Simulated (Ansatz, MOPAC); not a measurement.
Molecule: acetylene, C2H2 (charge 0, singlet). SMILES: C#C
Geometry: optimised at B3LYP-D3(BJ)/def2-TZVP (Ansatz, a quantum-chemistry and plane-wave program).

PM6 beside other levels, property by property. Set-up: each state is the SCF solution reached for its charge and spin; UHF or UKS for open shells; no dispersion term unless named; no spin-orbit coupling; valence correlation only; non-relativistic. Basis-set limits of correlation are two-point, X^-3; Hartree-Fock from the larger set. First-principles rows: single points at B3LYP-D3(BJ) geometries (Ansatz), with unscaled harmonic terms from B3LYP/6-31G* at its own minima, enthalpies of formation by atomisation with measured atoms. Semi-empirical rows: MOPAC heats of formation at their own minima for 298 K, the proton's as measured; differences of heats of formation at the shared geometry for vertical values. Sets without +, aug- or the D of def2-TZVPD hold no diffuse functions, which anions need.

Measured values: Active Thermochemical Tables 1.112 (ions: stationary electron), as tabulated in the package chemicals; CCCBDB table in ASE; they hold spin-orbit and core effects, anharmonicity. Coupled cluster (Ansatz) is a level with limits of its own, used here on species with T1 under 0.025 (0.045 for open shells) and stable references: CCSD(T)/CBS(aug-cc-pVTZ,aug-cc-pVQZ).

```csv
property,PM6 (MOPAC),B3LYP/STO-3G (Ansatz),PBE/def2-TZVPD (Ansatz),PBE0/def2-TZVPD (Ansatz),to compare with
vertical ionisation energy to the doublet (eV),11.44,10.65,11.43,11.30,11.49 measured
enthalpy of formation at 298 K (kcal/mol),56.7,10.8,45.7,56.0,54.6 measured
"deprotonation enthalpy (C-H bond) at 298 K, to [C-]#C + H+ (kcal/mol)",397.9,481.6,377.2,379.8,378.0 coupled cluster
```

As the rows show:
- vertical ionisation energy to the doublet: PM6 lies 0.05 eV below the measured value.
- enthalpy of formation at 298 K: PM6 lies 2.1 kcal/mol above the measured value.
- deprotonation enthalpy (C-H bond) at 298 K, to [C-]#C + H+: PM6 lies 19.9 kcal/mol above coupled cluster.

The properties are those with a value to compare with, at most eight drawn at random. No case is left out for the size of its miss. Left out are saddle points of the reference geometry, anions that the best level run finds unbound, excited spin states, species near biochemistry, cases with under five habitual levels, runs that failed or whose electronic state is in doubt, and table entries that another table contradicts.
